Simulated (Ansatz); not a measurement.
in.yaml

```yaml
crystal:
  periodic: [false, false, false]
  atoms:
    - {symbol: Al, position_ang: [-0.015433, -0.009008, 0.280696]}
    - {symbol: Al, position_ang: [-0.016266, -0.025151, -2.090873]}
    - {symbol: H, position_ang: [0.031698, 0.034159, 1.810177]}
basis:
  gaussian: {orbitals: 6-31G}
magnetization: {spin_polarized: false, initial_magnetization: 3}
correlation: {method: fic_mrcisd_q, electrons: outside_noble_gas, active_space: {window: {electrons: 5, orbitals: 4}}}
```

```sh
$ ansatz run in.yaml --threads 1 --pin off --events-out ev --progress --plain --max-ram 2393MiB
```

Log:

```
308 factors; integrals over basis functions are off by at most 1.3e-4 eV
mean field evaluation 1: about -13177.1447 eV, gradient 5.7e0 eV
mean field evaluation 2: about -13177.1557 eV, gradient 5.7e0 eV
mean field evaluation 4: about -13177.9582 eV, gradient 1.3e0 eV
mean field evaluation 8: about -13178.0701 eV, gradient 2.9e-1 eV
mean field evaluation 16: about -13177.9273 eV, gradient 1.0e0 eV
mean field -13178.07357155 eV, -484.2852713354 hartree, gradient 2.9e-6 eV, S^2 3.750000; 2 other end points of the search recorded, 0 dependent functions left out
reference -13178.07357155 eV, -484.2852713354 hartree; 15, 12 occupied and 13, 16 virtual orbitals, 308 factors
state -13178.07357155 eV, -484.2852713354 hartree
contracted CI cycle   1: correlation 0.00000000 eV, 0.0000000000 hartree, residual 7.03e0 eV
contracted CI cycle   2: correlation -1.66959209 eV, -0.0613563775 hartree, residual 1.31e0 eV
contracted CI cycle   3: correlation -1.75141961 eV, -0.0643634835 hartree, residual 4.12e-1 eV
contracted CI cycle   4: correlation -1.75875694 eV, -0.0646331254 hartree, residual 1.59e-1 eV
contracted CI cycle   5: correlation -1.75965487 eV, -0.0646661239 hartree, residual 6.38e-2 eV
contracted CI cycle   6: correlation -1.75982565 eV, -0.0646724000 hartree, residual 2.75e-2 eV
contracted CI cycle   7: correlation -1.75985726 eV, -0.0646735615 hartree, residual 1.28e-2 eV
contracted CI cycle   8: correlation -1.75986356 eV, -0.0646737930 hartree, residual 5.04e-3 eV
contracted CI cycle   9: correlation -1.75986459 eV, -0.0646738308 hartree, residual 1.84e-3 eV
contracted CI cycle  10: correlation -1.75986471 eV, -0.0646738351 hartree, residual 5.69e-4 eV
state -13178.07357155 eV, -484.2852713354 hartree; corrected -13179.98111679 eV, -484.3553723298 hartree
WARN: 1 active orbitals are nearly empty or full. The corrections depend on them more than the energy does, and are more stable in an active space without them
Total energy: -13179.98111679 eV, -484.3553723298 hartree
```

Natural occupations: 2.0000 1.0000 1.0000 1.0000.

Ran on 1 thread of Arm Neoverse V1, shared host: 0.66 s wall, 0.07 GiB peak host memory.
